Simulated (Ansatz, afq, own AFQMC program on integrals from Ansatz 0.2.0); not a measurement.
Where AFQMC and coupled cluster stand for Li$_{2}$⁻, quartet

```csv
atom,x (Å),y (Å),z (Å)
Li,0.0000,0.0000,0.0000
Li,0.0000,0.0000,3.2508
```

Basis aug-cc-pVDZ. Noble-gas cores (and the filled d shells of Ga–Kr and In–Xe) are frozen. Ansatz 0.2.0 and our own AFQMC program on the same integrals; the CISD trial comes from CCSD amplitudes, and released means the phaseless constraint is let go. Free AFQMC starts from the CCSD state and is never constrained. Its projection time is finite, and what remains of the start isn't in its error. Uncertainties: one standard error, sampling alone.

Determinant: UHF, the one that the program's search chose, which needn't be the lowest solution. The geometry is a PBE0/def2-TZVPD stationary point of this or a neighbouring charge and spin state.

Full CI on the same integrals is exact in this basis and with this determinant's frozen core.

Cautions: lower spins were not checked.

```
T1 diagnostic                               : 0.0248
weight of the determinant in the CISD state : 0.966
⟨S²⟩ of the determinant                     : 3.750
size of the correlated space                : 3 electrons in 44 orbitals
```

| level | correlation energy (eV) |
| --- | --- |
| MP2 | -0.0828 |
| CCSD | -0.1842 |
| CCSD(T) | -0.1860 |

(1) Estimate where AFQMC with the constraint released lies against CCSD(T) on the same integrals.

(1) 0.06 ± 0.04 mEh below CCSD(T). The gap is under twice the noise, so this walk alone can't tell the two apart.

Reference: full CI, correlation energy -0.188 eV. The released energy is read at 2.40 1/Eh (meV from the phaseless value at times in 1/Eh: -0.1 ± 0.6 at 0.24, -0.7 ± 0.6 at 0.51, -0.6 ± 0.8 at 0.99, -1.1 ± 1.0 at 1.62, -0.7 ± 1.2 at 2.40).

| level | E − E(reference) (mEh) | share of correlation (%) |
| --- | --- | --- |
| CCSD(T) | 0.07 | 99.03 |
| ph-AFQMC/HF | 1.75 ± 0.15 | 74.67 |
| ph-AFQMC/CISD | 0.04 ± 0.02 | 99.48 |
| released AFQMC | 0.01 ± 0.04 | 99.84 |
| free AFQMC | 0.02 ± 0.009 | 99.77 |

Free projections are given only where their last times agree within the noise and don't stop above the reference; a slow remainder of the start can still hide under it. A walk keeps the symmetry of its determinant, which the program's search chose and which needn't be the lowest solution, so a lower state of the same spin and another symmetry isn't excluded. Released energies are given only where the last usable release times agree within the noise; a slower fall can still hide under it.
